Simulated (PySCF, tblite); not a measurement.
# 1,3-dichloro-2-methylpropane (C₄H₈Cl₂): a rotation path, then NMR shifts on frames

Aim: move 1,3-dichloro-2-methylpropane (C₄H₈Cl₂) (`CC(CCl)CCl`) away from its starting geometry and see how NMR shifts follow the geometry.

Programs: tblite 0.8.0 and PySCF 2.14.0, with density-fitted response routines of our own. Each step states its level of theory. These are calculated values for one molecule in the gas phase, unless marked as measured. Atoms count from 0, in the outputs and in this text.

## (1) The molecule as given

14 atoms, charge 0, multiplicity 1; geometry from: GFN2-xTB.

Bonds of the start (Å): C0–C1 1.53, C1–C2 1.53, C2–Cl3 1.78, C1–C4 1.53, C4–Cl5 1.78, C0–H6 1.09, C0–H7 1.09, C0–H8 1.09, C1–H9 1.10, C2–H10 1.09, C2–H11 1.09, C4–H12 1.09, C4–H13 1.09.

## (2) A band between two rotamers with GFN2-xTB

Job settings and geometry (Å):

```
{"job": {"kind": "neb", "xc": "GFN2-xTB", "basis": "xTB", "atoms": [3, 2, 1, 4], "turn": 120}, "charge": 0, "multiplicity": 1}
C      0.456821     1.349064    -0.472497
C      0.014399     0.173604     0.397507
C      0.987287    -0.997039     0.291687
Cl     1.133165    -1.586751    -1.386312
C     -1.400737    -0.249111     0.017561
Cl    -2.048001    -1.437537     1.179785
H      0.463636     1.061871    -1.520572
H      1.459130     1.664556    -0.194376
H     -0.218095     2.191431    -0.346497
H      0.013428     0.485952     1.448232
H      1.987349    -0.699591     0.605282
H      0.645343    -1.840698     0.891004
H     -1.415945    -0.719794    -0.965217
H     -2.078460     0.603570     0.032248
```

With the program's defaults for keys left out, this is: GFN2-xTB climbing-image nudged elastic band, gas phase.

Run with:

```
$ OMP_NUM_THREADS=1 python probes_run.py task.json out
```

One launch serves the whole session: the jobs run in the order shown.

The log of the run:

```text
image   E - E0 / eV
  0      -0.0000
  1       0.0280
  2       0.0920
  3       0.1514
  4       0.1755
  5       0.1533
  6       0.0984
  7       0.0401
  8       0.0123
```

Wall time 3.4 s (1 thread of Intel Xeon Platinum 8259CL at 2.50GHz, shared host); peak memory 0.18 GiB.

The final band, with the dihedral Cl3–C2–C1–C4:

```tsv
image	dihedral (°)	energy (eV)	energy (kcal/mol)
0	64	0.000	0.0
1	78	0.028	0.6
2	93	0.092	2.1
3	108	0.151	3.5
4	124	0.175	4.0
5	140	0.153	3.5
6	155	0.098	2.3
7	170	0.040	0.9
8	186	0.012	0.3
```

## (3) NMR shieldings: image 0, PBE0/pcSseg-1

Job settings and geometry (Å):

```
{"job": {"kind": "nmr", "xc": "PBE0", "basis": "pcSseg-1", "pop": false}, "charge": 0, "multiplicity": 1}
C      0.456800     1.349100    -0.472500
C      0.014400     0.173600     0.397500
C      0.987300    -0.997000     0.291700
Cl     1.133200    -1.586800    -1.386300
C     -1.400700    -0.249100     0.017600
Cl    -2.048000    -1.437500     1.179800
H      0.463600     1.061900    -1.520600
H      1.459100     1.664600    -0.194400
H     -0.218100     2.191400    -0.346500
H      0.013400     0.486000     1.448200
H      1.987300    -0.699600     0.605300
H      0.645300    -1.840700     0.891000
H     -1.415900    -0.719800    -0.965200
H     -2.078500     0.603600     0.032200
```

Level: GIAO PBE0/pcSseg-1 NMR shielding, non-relativistic, gas phase.

The log of the run:

```text
coarse grid: 12552 points
cycle   1  E = -1077.0327535793  dE =  4.746e-01  |g| = 3.162e-01  |ddm| = 3.183e+00
cycle   2  E = -1077.0367346363  dE = -3.981e-03  |g| = 3.168e-01  |ddm| = 6.822e-01
cycle   3  E = -1077.0606985865  dE = -2.396e-02  |g| = 4.416e-02  |ddm| = 3.257e-01
cycle   4  E = -1077.0610777696  dE = -3.792e-04  |g| = 2.007e-02  |ddm| = 5.166e-02
cycle   5  E = -1077.0611699853  dE = -9.222e-05  |g| = 4.585e-03  |ddm| = 2.048e-02
cycle   6  E = -1077.0611749279  dE = -4.943e-06  |g| = 1.605e-03  |ddm| = 6.660e-03
final grid: 111304 points
cycle   7  E = -1077.0960818930  dE = -3.838e-05  |g| = 9.061e-03  |ddm| = 2.590e-02
cycle   8  E = -1077.0960700692  dE =  1.182e-05  |g| = 1.107e-02  |ddm| = 1.700e-02
cycle   9  E = -1077.0961012336  dE = -3.116e-05  |g| = 1.302e-03  |ddm| = 1.068e-02
cycle  10  E = -1077.0961015695  dE = -3.359e-07  |g| = 2.404e-04  |ddm| = 1.651e-03
cycle  11  E = -1077.0961015829  dE = -1.342e-08  |g| = 5.584e-05  |ddm| = 2.234e-04
cycle  12  E = -1077.0961015837  dE = -7.221e-10  |g| = 1.286e-05  |ddm| = 6.327e-05
converged SCF energy = -1077.0961015837

GIAO shielding tensors (ppm)
atom      isotropic    diamagn.    paramagn.     s11        s22        s33       span
  0 C      169.454     246.706     -77.253    150.968    167.586    189.806     38.838
  1 C      144.354     245.968    -101.614    131.990    145.235    155.838     23.847
  2 C      133.856     246.508    -112.652    100.221    137.296    164.053     63.832
  3 Cl     933.750    1146.677    -212.927    834.164    884.533   1082.553    248.389
  4 C      136.180     246.180    -110.000    101.507    134.653    172.380     70.873
  5 Cl     873.378    1146.065    -272.687    695.213    839.572   1085.349    390.136
  6 H       30.254      29.500       0.753     25.236     30.894     34.632      9.396
  7 H       30.804      29.542       1.262     26.018     27.868     38.525     12.507
  8 H       30.909      29.637       1.272     25.833     28.806     38.086     12.253
  9 H       29.889      31.068      -1.180     25.677     28.632     35.356      9.679
 10 H       28.247      29.483      -1.236     22.109     27.362     35.270     13.161
 11 H       27.310      28.966      -1.656     22.200     27.117     32.615     10.415
 12 H       27.848      28.888      -1.040     23.627     28.136     31.780      8.153
 13 H       28.456      29.400      -0.943     21.358     29.594     34.417     13.059
```

It took 21 s on 1 thread of Intel Xeon Platinum 8259CL at 2.50GHz, shared host; peak memory 0.74 GiB.

Shifts follow as δ = σ(reference) − σ, with reference shieldings (ppm) from runs at the same level and on the same kind of geometry: 1H TMS 31.72, 13C TMS 186.9, 35Cl HCl 950. The references are single molecules in the gas phase. Each atom is listed at this fixed geometry, with no averaging over motion; a spectrum would average atoms that exchange fast.

```tsv
atoms	environment	σ (ppm)	δ (ppm)
C2	sp3 CH2 bonded to Cl	133.9	53.1
C4	sp3 CH2 bonded to Cl	136.2	50.7
C1	sp3 CH	144.4	42.6
C0	methyl carbon	169.5	17.5
H11	hydrogen on an sp3 CH2 bonded to Cl	27.31	4.41
H12	hydrogen on an sp3 CH2 bonded to Cl	27.85	3.87
H10	hydrogen on an sp3 CH2 bonded to Cl	28.25	3.47
H13	hydrogen on an sp3 CH2 bonded to Cl	28.46	3.26
H9	hydrogen on an sp3 CH	29.89	1.83
H6	hydrogen on a methyl carbon	30.25	1.46
H7	hydrogen on a methyl carbon	30.80	0.91
H8	hydrogen on a methyl carbon	30.91	0.81
Cl5	chlorine bonded to C	873	76
Cl3	chlorine bonded to C	934	16
```

## (4) Shielding tensors: image 2, PBE0/pcSseg-1

Job settings and geometry (Å):

```
{"job": {"kind": "nmr", "xc": "PBE0", "basis": "pcSseg-1", "pop": false}, "charge": 0, "multiplicity": 1}
C      0.421800     1.323300    -0.553100
C      0.030500     0.173200     0.376500
C      0.975900    -1.031700     0.270000
Cl     1.698600    -1.239200    -1.346700
C     -1.416200    -0.231600     0.101100
Cl    -2.022100    -1.336700     1.365200
H      0.340700     1.014000    -1.592200
H      1.446600     1.631200    -0.365600
H     -0.232200     2.178000    -0.395800
H      0.088500     0.525700     1.413300
H      1.811200    -0.935600     0.961500
H      0.438800    -1.955900     0.481900
H     -1.510300    -0.754100    -0.850300
H     -2.072500     0.638900     0.112300
```

Method: GIAO PBE0/pcSseg-1 NMR shielding, non-relativistic, gas phase.

The log of the run:

```text
coarse grid: 12552 points
cycle   1  E = -1077.0277090180  dE =  4.641e-01  |g| = 3.162e-01  |ddm| = 3.188e+00
cycle   2  E = -1077.0313928081  dE = -3.684e-03  |g| = 3.183e-01  |ddm| = 6.824e-01
cycle   3  E = -1077.0555244168  dE = -2.413e-02  |g| = 4.543e-02  |ddm| = 3.277e-01
cycle   4  E = -1077.0559355675  dE = -4.112e-04  |g| = 1.977e-02  |ddm| = 5.225e-02
cycle   5  E = -1077.0560250477  dE = -8.948e-05  |g| = 4.714e-03  |ddm| = 2.041e-02
cycle   6  E = -1077.0560303309  dE = -5.283e-06  |g| = 1.592e-03  |ddm| = 6.664e-03
final grid: 111304 points
cycle   7  E = -1077.0911062805  dE = -3.699e-05  |g| = 9.119e-03  |ddm| = 2.561e-02
cycle   8  E = -1077.0910935948  dE =  1.269e-05  |g| = 1.127e-02  |ddm| = 1.733e-02
cycle   9  E = -1077.0911260823  dE = -3.249e-05  |g| = 1.263e-03  |ddm| = 1.087e-02
cycle  10  E = -1077.0911263928  dE = -3.105e-07  |g| = 2.406e-04  |ddm| = 1.579e-03
cycle  11  E = -1077.0911264063  dE = -1.344e-08  |g| = 5.610e-05  |ddm| = 2.261e-04
cycle  12  E = -1077.0911264070  dE = -7.365e-10  |g| = 1.268e-05  |ddm| = 6.530e-05
converged SCF energy = -1077.0911264070

GIAO shielding tensors (ppm)
atom      isotropic    diamagn.    paramagn.     s11        s22        s33       span
  0 C      168.697     246.113     -77.416    155.841    167.708    182.543     26.703
  1 C      145.936     245.931     -99.995    135.334    140.748    161.727     26.393
  2 C      135.886     245.465    -109.580    100.906    141.791    164.959     64.053
  3 Cl     927.484    1146.441    -218.958    822.785    886.806   1072.860    250.075
  4 C      132.964     246.357    -113.393     98.968    135.595    164.328     65.360
  5 Cl     862.658    1146.104    -283.446    672.027    830.557   1085.390    413.363
  6 H       30.301      29.445       0.856     25.640     30.593     34.671      9.031
  7 H       30.601      29.291       1.310     25.649     28.239     37.916     12.267
  8 H       30.862      29.460       1.402     25.863     28.748     37.975     12.112
  9 H       29.753      31.166      -1.413     26.109     28.278     34.872      8.763
 10 H       28.043      28.998      -0.955     21.064     28.137     34.927     13.863
 11 H       27.507      28.839      -1.333     20.649     28.013     33.858     13.209
 12 H       28.335      29.180      -0.845     23.315     29.049     32.641      9.326
 13 H       28.366      29.409      -1.043     21.316     29.759     34.024     12.708
```

It took 20 s on 1 thread of Intel Xeon Platinum 8259CL at 2.50GHz, shared host; peak memory 0.83 GiB.

This run: δ C4 54.0, C2 51.0, C1 41.0, C0 18.2, H11 4.21, H10 3.67 ppm.

## (5) NMR shieldings: image 4, PBE0/pcSseg-1

Job settings and geometry (Å):

```
{"job": {"kind": "nmr", "xc": "PBE0", "basis": "pcSseg-1", "pop": false}, "charge": 0, "multiplicity": 1}
C      0.379300     1.289000    -0.642700
C      0.053900     0.181900     0.361600
C      0.954300    -1.065000     0.229500
Cl     2.213900    -0.942700    -1.026400
C     -1.416500    -0.202500     0.201400
Cl    -1.948600    -1.280600     1.519300
H      0.237000     0.933400    -1.660400
H      1.408800     1.615100    -0.531000
H     -0.271500     2.145500    -0.479500
H      0.185400     0.586900     1.371000
H      1.487800    -1.265300     1.157200
H      0.363300    -1.941800    -0.032100
H     -1.591700    -0.733900    -0.734400
H     -2.056100     0.679500     0.244300
```

With the program's defaults for keys left out, this is: GIAO PBE0/pcSseg-1 NMR shielding, non-relativistic, gas phase.

The log of the run:

```text
coarse grid: 12552 points
cycle   1  E = -1077.0227478625  dE =  4.615e-01  |g| = 3.183e-01  |ddm| = 3.200e+00
cycle   2  E = -1077.0259725164  dE = -3.225e-03  |g| = 3.232e-01  |ddm| = 6.882e-01
cycle   3  E = -1077.0508514859  dE = -2.488e-02  |g| = 4.713e-02  |ddm| = 3.343e-01
cycle   4  E = -1077.0512994914  dE = -4.480e-04  |g| = 2.004e-02  |ddm| = 5.373e-02
cycle   5  E = -1077.0513916698  dE = -9.218e-05  |g| = 4.878e-03  |ddm| = 2.115e-02
cycle   6  E = -1077.0513974040  dE = -5.734e-06  |g| = 1.571e-03  |ddm| = 6.814e-03
final grid: 111304 points
cycle   7  E = -1077.0864245527  dE = -3.907e-05  |g| = 9.174e-03  |ddm| = 2.934e-02
cycle   8  E = -1077.0864122960  dE =  1.226e-05  |g| = 1.122e-02  |ddm| = 1.742e-02
cycle   9  E = -1077.0864444452  dE = -3.215e-05  |g| = 1.323e-03  |ddm| = 1.090e-02
cycle  10  E = -1077.0864447942  dE = -3.490e-07  |g| = 2.395e-04  |ddm| = 1.671e-03
cycle  11  E = -1077.0864448073  dE = -1.314e-08  |g| = 6.031e-05  |ddm| = 2.284e-04
cycle  12  E = -1077.0864448082  dE = -8.613e-10  |g| = 1.299e-05  |ddm| = 6.851e-05
converged SCF energy = -1077.0864448082

GIAO shielding tensors (ppm)
atom      isotropic    diamagn.    paramagn.     s11        s22        s33       span
  0 C      167.449     245.980     -78.531    153.358    169.978    179.011     25.653
  1 C      148.107     246.357     -98.250    136.126    142.224    165.971     29.844
  2 C      134.041     244.593    -110.552     97.730    141.304    163.090     65.360
  3 Cl     904.100    1146.182    -242.082    769.402    878.402   1064.496    295.094
  4 C      129.149     246.631    -117.482    100.879    132.780    153.788     52.909
  5 Cl     866.505    1146.073    -279.567    686.117    829.381   1084.018    397.901
  6 H       30.698      29.571       1.128     26.806     29.470     35.820      9.014
  7 H       30.107      29.212       0.895     24.533     29.390     36.399     11.865
  8 H       30.903      29.466       1.438     25.952     28.838     37.919     11.967
  9 H       29.536      31.168      -1.632     26.599     27.856     34.153      7.553
 10 H       27.695      28.567      -0.871     20.649     28.955     33.482     12.833
 11 H       28.063      28.822      -0.759     20.384     29.146     34.659     14.275
 12 H       28.533      29.592      -1.060     23.316     29.228     33.054      9.738
 13 H       28.214      29.486      -1.272     21.302     29.680     33.660     12.358
```

It took 19 s on 1 thread of Intel Xeon Platinum 8259CL at 2.50GHz, shared host; peak memory 0.83 GiB.

This run: δ C4 57.8, C2 52.9, C1 38.8, C0 19.5, H10 4.02, H11 3.65 ppm.

## (6) Nuclear shieldings: image 6, PBE0/pcSseg-1

Job settings and geometry (Å):

```
{"job": {"kind": "nmr", "xc": "PBE0", "basis": "pcSseg-1", "pop": false}, "charge": 0, "multiplicity": 1}
C      0.336100     1.246500    -0.726100
C      0.076800     0.190600     0.348300
C      0.930900    -1.072500     0.167100
Cl     2.552500    -0.745400    -0.492200
C     -1.404200    -0.182600     0.304200
Cl    -1.860000    -1.238900     1.664800
H      0.127600     0.843200    -1.714200
H      1.370800     1.572500    -0.695800
H     -0.299800     2.113600    -0.561100
H      0.296500     0.626100     1.328600
H      1.093000    -1.575200     1.119600
H      0.456400    -1.764700    -0.528200
H     -1.648800    -0.722100    -0.612100
H     -2.028700     0.708300     0.374900
```

With the program's defaults for keys left out, this is: GIAO PBE0/pcSseg-1 NMR shielding, non-relativistic, gas phase.

The log of the run:

```text
coarse grid: 12552 points
cycle   1  E = -1077.0264678618  dE =  4.689e-01  |g| = 3.205e-01  |ddm| = 3.200e+00
cycle   2  E = -1077.0292632237  dE = -2.795e-03  |g| = 3.284e-01  |ddm| = 7.086e-01
cycle   3  E = -1077.0550486482  dE = -2.579e-02  |g| = 4.769e-02  |ddm| = 3.472e-01
cycle   4  E = -1077.0555052148  dE = -4.566e-04  |g| = 2.036e-02  |ddm| = 5.378e-02
cycle   5  E = -1077.0556005595  dE = -9.534e-05  |g| = 5.000e-03  |ddm| = 2.200e-02
cycle   6  E = -1077.0556066696  dE = -6.110e-06  |g| = 1.554e-03  |ddm| = 7.182e-03
final grid: 111304 points
cycle   7  E = -1077.0906546383  dE = -4.179e-05  |g| = 9.309e-03  |ddm| = 2.935e-02
cycle   8  E = -1077.0906415213  dE =  1.312e-05  |g| = 1.149e-02  |ddm| = 1.800e-02
cycle   9  E = -1077.0906753181  dE = -3.380e-05  |g| = 1.321e-03  |ddm| = 1.138e-02
cycle  10  E = -1077.0906756665  dE = -3.484e-07  |g| = 2.535e-04  |ddm| = 1.745e-03
cycle  11  E = -1077.0906756812  dE = -1.479e-08  |g| = 6.318e-05  |ddm| = 2.416e-04
cycle  12  E = -1077.0906756822  dE = -9.368e-10  |g| = 1.323e-05  |ddm| = 6.945e-05
converged SCF energy = -1077.0906756822

GIAO shielding tensors (ppm)
atom      isotropic    diamagn.    paramagn.     s11        s22        s33       span
  0 C      167.943     246.622     -78.679    154.687    165.874    183.268     28.581
  1 C      146.196     246.502    -100.306    133.871    141.153    163.564     29.693
  2 C      131.856     244.976    -113.119     96.754    137.339    161.476     64.722
  3 Cl     893.382    1146.078    -252.695    771.779    846.172   1062.197    290.418
  4 C      130.035     246.527    -116.492    101.858    131.861    156.387     54.530
  5 Cl     872.471    1146.000    -273.529    705.944    835.261   1076.209    370.265
  6 H       31.204      29.892       1.312     28.036     28.477     37.099      9.063
  7 H       29.697      29.268       0.429     23.508     30.345     35.239     11.731
  8 H       30.944      29.728       1.215     26.125     28.758     37.948     11.823
  9 H       29.646      30.947      -1.302     26.714     28.365     33.858      7.144
 10 H       27.436      28.560      -1.124     19.994     29.433     32.881     12.887
 11 H       28.609      29.186      -0.577     21.534     30.133     34.161     12.627
 12 H       28.627      29.683      -1.055     23.373     29.355     33.155      9.782
 13 H       28.058      29.482      -1.423     21.092     29.536     33.548     12.456
```

Run time: 19 s. Hardware: 1 thread of Intel Xeon Platinum 8259CL at 2.50GHz, shared host; peak memory 0.83 GiB.

Key values: δ C4 56.9, C2 55.1, C1 40.7, C0 19.0, H10 4.28, H13 3.66 ppm.

## (7) NMR shieldings: image 8, PBE0/pcSseg-1

Job settings and geometry (Å):

```
{"job": {"kind": "nmr", "xc": "PBE0", "basis": "pcSseg-1", "pop": false}, "charge": 0, "multiplicity": 1}
C      0.292100     1.207200    -0.811600
C      0.084500     0.198000     0.316400
C      0.922600    -1.058100     0.095600
Cl     2.662600    -0.686200     0.176400
C     -1.393500    -0.174300     0.396600
Cl    -1.734300    -1.217200     1.803400
H     -0.031700     0.789500    -1.762500
H      1.344700     1.465100    -0.887100
H     -0.272900     2.115700    -0.620700
H      0.385400     0.653700     1.265000
H      0.724000    -1.798900     0.869800
H      0.733000    -1.488600    -0.888300
H     -1.709500    -0.724100    -0.490300
H     -2.007600     0.717700     0.515100
```

Method: GIAO PBE0/pcSseg-1 NMR shielding, non-relativistic, gas phase.

The log of the run:

```text
coarse grid: 12552 points
cycle   1  E = -1077.0305195523  dE =  4.728e-01  |g| = 3.213e-01  |ddm| = 3.193e+00
cycle   2  E = -1077.0330698759  dE = -2.550e-03  |g| = 3.314e-01  |ddm| = 7.225e-01
cycle   3  E = -1077.0594197790  dE = -2.635e-02  |g| = 4.767e-02  |ddm| = 3.533e-01
cycle   4  E = -1077.0598707356  dE = -4.510e-04  |g| = 2.075e-02  |ddm| = 5.388e-02
cycle   5  E = -1077.0599702790  dE = -9.954e-05  |g| = 4.993e-03  |ddm| = 2.249e-02
cycle   6  E = -1077.0599764262  dE = -6.147e-06  |g| = 1.557e-03  |ddm| = 7.312e-03
final grid: 111304 points
cycle   7  E = -1077.0948373291  dE = -3.883e-05  |g| = 9.049e-03  |ddm| = 2.769e-02
cycle   8  E = -1077.0948252787  dE =  1.205e-05  |g| = 1.109e-02  |ddm| = 1.743e-02
cycle   9  E = -1077.0948567822  dE = -3.150e-05  |g| = 1.302e-03  |ddm| = 1.104e-02
cycle  10  E = -1077.0948571203  dE = -3.381e-07  |g| = 2.512e-04  |ddm| = 1.714e-03
cycle  11  E = -1077.0948571350  dE = -1.466e-08  |g| = 5.952e-05  |ddm| = 2.360e-04
cycle  12  E = -1077.0948571358  dE = -8.281e-10  |g| = 1.300e-05  |ddm| = 6.616e-05
converged SCF energy = -1077.0948571358

GIAO shielding tensors (ppm)
atom      isotropic    diamagn.    paramagn.     s11        s22        s33       span
  0 C      168.740     246.859     -78.120    153.937    163.367    188.915     34.978
  1 C      142.219     246.477    -104.257    132.613    136.529    157.515     24.902
  2 C      132.785     246.145    -113.360    102.267    135.600    160.488     58.221
  3 Cl     880.212    1146.011    -265.799    707.052    848.615   1084.967    377.915
  4 C      132.848     246.138    -113.289     99.042    135.517    163.986     64.944
  5 Cl     871.025    1146.058    -275.033    700.870    835.472   1076.733    375.863
  6 H       31.414      30.131       1.283     27.887     28.664     37.690      9.803
  7 H       29.658      29.152       0.505     23.634     30.294     35.046     11.412
  8 H       30.837      29.722       1.114     26.111     28.351     38.048     11.937
  9 H       29.922      31.004      -1.082     27.060     29.325     33.382      6.323
 10 H       27.362      28.864      -1.503     19.787     28.514     33.783     13.996
 11 H       28.891      29.582      -0.691     23.340     29.508     33.825     10.485
 12 H       28.713      29.588      -0.875     23.223     29.292     33.624     10.402
 13 H       28.082      29.374      -1.292     21.084     29.322     33.840     12.756
```

Wall time 19 s (1 thread of Intel Xeon Platinum 8259CL at 2.50GHz, shared host); peak memory 0.82 GiB.

In short: δ C2 54.1, C4 54.1, C1 44.7, C0 18.2, H10 4.36, H13 3.63 ppm.

## (8) Run by run: NMR shifts

Shifts (ppm) of some atoms, chosen among heavy atoms and hydrogens apart, with basis size and wall time:

```tsv
frame	C2	C4	C1	H11	H6	Cl5	Cl3	functions	time
image 0	53.1	50.7	42.6	4.41	1.46	76	16	156	21 s
image 2	51.0	54.0	41.0	4.21	1.42	87	22	156	20 s
image 4	52.9	57.8	38.8	3.65	1.02	83	46	156	19 s
image 6	55.1	56.9	40.7	3.11	0.51	77	56	156	19 s
image 8	54.1	54.1	44.7	2.83	0.30	79	70	156	19 s
```

## (9) Summary of results

| quantity | value |
| --- | --- |
| barrier | 0.175 eV (4.0 kcal/mol) at image 4 |
| end to end (GFN2-xTB) | 0.012 eV |
| 13C shifts against TMS (PBE0/pcSseg-1, image 0) | 53.1, 50.7, 42.6, 17.5 ppm |
| 1H shifts against TMS (PBE0/pcSseg-1, image 0) | 4.41, 3.87, 3.47, 3.26, 1.83, 1.46, 0.91, 0.81 ppm |
| 35Cl shifts against HCl (PBE0/pcSseg-1, image 0) | 76, 16 ppm |
| range of the shift of Cl3 | 16 to 70 ppm |

What this shows: Along the band the dihedral turns by 123°, and the top (dihedral 124°) lies 4.0 kcal/mol above the start (GFN2-xTB, rough), so at room temperature this motion is fast. Ends this close can change order at a higher level. The top was not checked by a frequency run. Shifts at one fixed geometry are not the observed spectrum, which averages over the motion. In the first frame run (image 0): Shielding is most anisotropic at Cl5 (span 390 ppm, paramagnetic term -273 ppm). In ppm, Cl3 moves most: its shift spreads over 54 ppm, from 16 (image 0) to 70 (image 8).
